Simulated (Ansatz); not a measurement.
Born–Oppenheimer molecular dynamics of BFH₃N (6 atoms, charge 0, multiplicity 1). It starts from a relaxed structure.

The calculation used RKS PBE/def2-SVP (Ansatz).

```
ensemble                      : NVE (velocity Verlet)
time step                     : 1 fs
steps asked                   : 100
starting velocities drawn for : 700 K
seed                          : 35543
```

Frames 2 fs apart, positions in Å, forces in eV/Å.

Velocities at 20 fs (Å/ps):

```
B -3.54 2.56 7.56
N 0.76 -0.26 -8.31
H 21.12 6.15 10.30
H -21.95 -12.57 16.36
F 0.32 -0.30 -0.14
H 22.15 -11.62 10.30
```

```xyz
6
Properties=species:S:1:pos:R:3:forces:R:3 time_fs=20 energy_less_start_eV=0.159 T=406
B 0.028 0.004 0.063 -1.51 -0.29 2.07
N -0.022 0.026 1.507 1.55 0.52 -3.01
H -0.823 -0.308 1.966 -1.46 -0.50 1.04
H 0.849 0.001 2.007 0.53 0.01 0.73
F 1.149 0.131 -0.614 0.92 0.23 -0.40
H -1.042 -0.166 -0.479 -0.03 0.04 -0.42
6
Properties=species:S:1:pos:R:3:forces:R:3 time_fs=22 energy_less_start_eV=0.098 T=517
B 0.019 0.009 0.082 -0.07 -0.31 0.78
N -0.019 0.026 1.487 0.76 0.02 -0.46
H -0.810 -0.305 2.005 -0.86 -0.10 0.23
H 0.817 -0.023 2.053 0.58 0.18 0.23
F 1.150 0.131 -0.614 0.42 0.22 -0.04
H -1.003 -0.189 -0.469 -0.83 -0.01 -0.73
6
Properties=species:S:1:pos:R:3:forces:R:3 time_fs=24 energy_less_start_eV=0.185 T=355
B 0.010 0.012 0.103 0.56 -0.43 -1.51
N -0.013 0.026 1.466 -0.21 -0.82 3.74
H -0.828 -0.305 2.051 0.68 0.62 -1.21
H 0.806 -0.040 2.106 -0.18 0.36 -0.83
F 1.153 0.131 -0.615 -0.08 0.20 0.33
H -0.993 -0.212 -0.485 -0.77 0.06 -0.52
6
Properties=species:S:1:pos:R:3:forces:R:3 time_fs=26 energy_less_start_eV=0.282 T=174
B 0.002 0.014 0.118 0.43 -0.61 -3.68
N -0.008 0.025 1.454 -0.37 -0.85 5.49
H -0.824 -0.283 2.055 0.62 0.60 -1.35
H 0.790 -0.044 2.129 -0.16 0.42 -1.13
F 1.155 0.131 -0.615 -0.46 0.18 0.60
H -1.011 -0.232 -0.520 -0.06 0.27 0.08
6
Properties=species:S:1:pos:R:3:forces:R:3 time_fs=28 energy_less_start_eV=0.245 T=236
B -0.004 0.014 0.121 0.30 -0.68 -4.17
N -0.003 0.020 1.457 0.15 -0.16 3.30
H -0.801 -0.240 2.010 -1.05 -0.04 -0.03
H 0.770 -0.032 2.112 0.83 0.33 -0.31
F 1.156 0.132 -0.614 -0.67 0.14 0.69
H -1.032 -0.242 -0.552 0.45 0.40 0.52
6
Properties=species:S:1:pos:R:3:forces:R:3 time_fs=30 energy_less_start_eV=0.180 T=370
B -0.009 0.011 0.109 0.44 -0.59 -2.88
N 0.001 0.016 1.469 0.29 0.24 0.31
H -0.816 -0.198 1.964 -1.88 -0.35 0.93
H 0.781 -0.008 2.083 1.36 0.20 0.50
F 1.156 0.133 -0.611 -0.67 0.11 0.59
H -1.037 -0.237 -0.566 0.46 0.39 0.55
6
Properties=species:S:1:pos:R:3:forces:R:3 time_fs=32 energy_less_start_eV=0.048 T=610
B -0.013 0.007 0.087 0.80 -0.37 -0.72
N 0.006 0.012 1.482 -0.85 -0.13 0.05
H -0.894 -0.167 1.948 0.52 0.10 0.15
H 0.839 0.024 2.069 -0.01 0.09 0.04
F 1.155 0.134 -0.608 -0.44 0.08 0.31
H -1.025 -0.218 -0.560 -0.02 0.23 0.18
6
Properties=species:S:1:pos:R:3:forces:R:3 time_fs=34 energy_less_start_eV=0.170 T=389
B -0.013 0.001 0.063 1.11 -0.12 1.44
N 0.009 0.007 1.496 -1.11 -0.19 -0.51
H -0.955 -0.134 1.940 2.06 0.26 -0.17
H 0.897 0.060 2.058 -1.34 -0.05 -0.40
F 1.152 0.136 -0.603 -0.08 0.06 -0.05
H -1.015 -0.190 -0.547 -0.63 0.04 -0.31
6
Properties=species:S:1:pos:R:3:forces:R:3 time_fs=36 energy_less_start_eV=0.199 T=328
B -0.010 -0.006 0.044 0.69 0.02 2.74
N 0.009 0.002 1.508 -0.48 -0.05 -2.22
H -0.942 -0.090 1.927 1.32 0.10 0.35
H 0.907 0.094 2.033 -1.21 -0.08 -0.08
F 1.150 0.138 -0.599 0.32 0.04 -0.38
H -1.028 -0.160 -0.545 -0.63 -0.03 -0.41
6
Properties=species:S:1:pos:R:3:forces:R:3 time_fs=38 energy_less_start_eV=0.217 T=294
B -0.005 -0.012 0.034 -0.45 0.07 3.01
N 0.008 -0.003 1.513 0.60 -0.10 -4.43
H -0.884 -0.044 1.929 -1.13 -0.05 1.37
H 0.875 0.125 2.006 0.25 0.09 0.74
F 1.148 0.139 -0.595 0.64 0.01 -0.61
H -1.062 -0.131 -0.558 0.09 -0.02 -0.08
6
Properties=species:S:1:pos:R:3:forces:R:3 time_fs=40 energy_less_start_eV=0.185 T=356
B -0.001 -0.018 0.035 -1.35 0.18 2.59
N 0.009 -0.008 1.507 -0.11 -0.28 -4.06
H -0.862 0.002 1.980 -1.00 -0.02 0.97
H 0.850 0.160 2.006 0.95 0.20 0.90
F 1.147 0.141 -0.593 0.76 -0.03 -0.66
H -1.094 -0.103 -0.575 0.74 -0.06 0.27
6
Properties=species:S:1:pos:R:3:forces:R:3 time_fs=42 energy_less_start_eV=0.121 T=474
B -0.001 -0.024 0.044 -1.41 0.38 1.64
N 0.009 -0.014 1.490 -0.87 0.20 -0.45
H -0.873 0.046 2.064 1.08 -0.18 -0.81
H 0.856 0.201 2.036 -0.27 -0.15 -0.26
F 1.149 0.143 -0.592 0.60 -0.11 -0.51
H -1.098 -0.077 -0.581 0.87 -0.14 0.39
```

Of the whole run (100 fs, mean temperature of the second half 352 K): The conserved energy stayed within 2.1 meV per atom of its start (net change 1.7 meV per atom), so the integration is sound. Over the second half the temperature averaged 0.50 of the 700 K drawn at the start: a run that starts near a minimum puts about half its kinetic energy into the potential. A run of 0.1 ps of so small a system gives no equilibrium averages.

Time of the run: 96 s on 1 thread of Arm Neoverse V1, with other jobs on the host, peak memory 0.09 GiB.
